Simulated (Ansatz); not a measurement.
C5H10 (`CC=C(C)C`) at its PBE0-D4/def2-TZVP geometry, where that method's forces vanish. Total charge 0; spin multiplicity 1.

```xyz
15

C    -1.7731   -0.8231    0.7902
C    -0.5009   -0.0545    0.9030
C     0.3895    0.2125   -0.0530
C     1.6224    1.0075    0.2480
C     0.2708   -0.2295   -1.4774
H    -1.7674   -1.6857    1.4647
H    -2.6279   -0.2052    1.0844
H    -1.9624   -1.1920   -0.2177
H    -0.2842    0.3315    1.8979
H     2.5258    0.4312    0.0196
H     1.6665    1.9113   -0.3697
H     1.6646    1.3076    1.2961
H     0.2732    0.6367   -2.1480
H     1.1337   -0.8419   -1.7609
H    -0.6307   -0.8064   -1.6771
```

(1) What forces (eV/Å) does PBE-D4/def2-TZVPP give on these atoms in the Gaussian-basis code of Ansatz? (An estimate is asked.)

Results:

(1) Computed: 
```
C1   0.045  0.029  0.012
C2  -0.296 -0.105  0.256
C3   0.264  0.082 -0.274
C4  -0.017 -0.009  0.004
C5  -0.010  0.003  0.033
H6  -0.022 -0.177  0.137
H7  -0.187  0.107  0.064
H8  -0.047 -0.082 -0.213
H9   0.041  0.082  0.220
H10  0.195 -0.100 -0.048
H11  0.029  0.186 -0.124
H12  0.017  0.066  0.213
H13  0.006  0.164 -0.151
H14  0.172 -0.120 -0.077
H15 -0.190 -0.124 -0.053
```
